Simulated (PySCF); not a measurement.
These 2 structures share the formula C2H2O2. Theory: PBE0-D3(BJ)/def2-SVP geometry optimisation, gas phase in PySCF. Energies are electronic, without zero-point or thermal terms, for one conformer each. No frequencies were run at this level. Point groups hold within 0.08 Å.

Question: Order them by energy at this level, lowest first, and give relative energies in kcal/mol.
A. `[O:1]=[CH:2][CH:3]=[O:4]` with O1–C2–C3–O4 180°
B. `[O:1]=[C:2]=[CH:3][OH:4]` with C2–C3–O4–H -106°

Answer: A (0.0), B (13.6).

As drawn, the higher has cumulated double bonds, an O–H bond and a C=C–OH unit, which the lower lacks.

| SMILES | E (Eh) | E rel (kcal/mol) | dipole (D) | point group | A, B, C (MHz) |
| --- | --- | --- | --- | --- | --- |
| O=CC=O | -227.39957 | 0.0 | 0.01 | C2h | 56065, 4807, 4428 |
| O=C=CO | -227.37793 | 13.6 | 2.08 | – | 51374, 4639, 4308 |

Q: How do the relative energies change in single points at PBE0/pcSseg-1 (no added dispersion term) on the same geometries?

A: 
| SMILES | PBE0-D3(BJ)/def2-SVP (kcal/mol) | PBE0/pcSseg-1 (kcal/mol) | shift |
| --- | --- | --- | --- |
| O=CC=O | 0.0 | 0.0 | 0.0 |
| O=C=CO | 13.6 | 14.8 | +1.2 |

Each column counts from its own lowest isomer. The order is unchanged; the largest shift is 1.2 kcal/mol.
